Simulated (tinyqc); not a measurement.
Inside a calculation. Method: extended Hueckel theory, for N2. Computed by tinyqc, a small Python program that keeps every step (integrals from PySCF). Settings: charge = 0, K = 1.75, weighted = 1, multiplicity = 1. Command: `OMP_NUM_THREADS=1 python tinyqc.py 30495 30496 out.jsonl` (the two numbers bound the seeds that draw the settings). One thread of a shared host (Intel(R) Xeon(R) Processor @ 2.60GHz), about 0.01 s of CPU time with the checks.

## Overlaps

Geometry (angstrom):
```
atom        x        y        z
N     0.00000  0.00000  0.00000
N     0.00000  0.00000  1.08600
```

Parameters chosen for this run:
```
element  shell  Slater exponent  H_ii (eV)
N           2s          1.95000  -26.00000
N           2p          1.95000  -13.40000
```

Slater orbitals, each expanded in six Gaussians scaled to its exponent.

overlap S, lower triangle:
```
           1N 2s   1N 2px   1N 2py    1N 2pz    2N 2s   2N 2px   2N 2py   2N 2pz
1N 2s    1.00000
1N 2px   0.00000  1.00000
1N 2py   0.00000  0.00000  1.00000
1N 2pz   0.00000  0.00000  0.00000   1.00000
2N 2s    0.45594  0.00000  0.00000   0.44395  1.00000
2N 2px   0.00000  0.28666  0.00000   0.00000  0.00000  1.00000
2N 2py   0.00000  0.00000  0.28666   0.00000  0.00000  0.00000  1.00000
2N 2pz  -0.44395  0.00000  0.00000  -0.31881  0.00000  0.00000  0.00000  1.00000
```

## Wolfsberg-Helmholz matrix

diagonal H_ii (eV): 1N 2s -26.00000, 1N 2px -13.40000, 1N 2py -13.40000, 1N 2pz -13.40000, 2N 2s -26.00000, 2N 2px -13.40000, 2N 2py -13.40000, 2N 2pz -13.40000

K = 1.75000

H_ij = K' S_ij (H_ii + H_jj)/2 for i != j (the diagonal keeps H_ii), with K' = K + D^2 + D^4 (1 - K), D = (H_ii - H_jj)/(H_ii + H_jj), K = 1.75.

H (eV), lower triangle:
```
            1N 2s     1N 2px     1N 2py     1N 2pz      2N 2s     2N 2px     2N 2py     2N 2pz
1N 2s   -26.00000
1N 2px    0.00000  -13.40000
1N 2py    0.00000    0.00000  -13.40000
1N 2pz    0.00000    0.00000    0.00000  -13.40000
2N 2s   -20.74522    0.00000    0.00000  -16.13108  -26.00000
2N 2px    0.00000   -6.72218    0.00000    0.00000    0.00000  -13.40000
2N 2py    0.00000    0.00000   -6.72218    0.00000    0.00000    0.00000  -13.40000
2N 2pz   16.13108    0.00000    0.00000    7.47605    0.00000    0.00000    0.00000  -13.40000
```

## Orbitals

valence electrons = 10

Solve H C = S C e through S^(-1/2); fill by pairs from the bottom, a degenerate level sharing its electrons equally; each orbital has its largest coefficient positive (the first on a tie).

orbital energies (eV): -32.21304  -20.63612  -15.63908  -15.63908  -12.89369  -9.36134  -9.36134  63.97694

occupations: 2.00000  2.00000  2.00000  2.00000  2.00000  0.00000  0.00000  0.00000

coefficients:
```
             MO1       MO2      MO3       MO4       MO5       MO6       MO7       MO8
1N 2s    0.56969   0.52629  0.00000   0.00000  -0.24116   0.00000   0.00000   1.29843
1N 2px   0.00000   0.00000  0.60833  -0.13615   0.00000   0.83193  -0.09392   0.00000
1N 2py   0.00000   0.00000  0.13615   0.60833   0.00000   0.09392   0.83193   0.00000
1N 2pz   0.04825  -0.45100  0.00000   0.00000   0.64821   0.00000   0.00000   1.16805
2N 2s    0.56969  -0.52629  0.00000   0.00000  -0.24116   0.00000   0.00000  -1.29843
2N 2px   0.00000   0.00000  0.60833  -0.13615   0.00000  -0.83193   0.09392   0.00000
2N 2py   0.00000   0.00000  0.13615   0.60833   0.00000  -0.09392  -0.83193   0.00000
2N 2pz  -0.04825  -0.45100  0.00000   0.00000  -0.64821   0.00000   0.00000   1.16805
```

sum of one-electron energies = -194.04202 eV

Within a degenerate level the vectors are fixed only up to a rotation; this is one choice.

## Mulliken analysis

P = C n C^T; charge = valence electrons (N 5) minus the sum of (P S)_ii on the atom; overlap population = 2 sum P_ij S_ij between two atoms.

charges: 1N 0.00000, 2N 0.00000

Overlap populations:
```
pair     value
2-1   1.748833
```
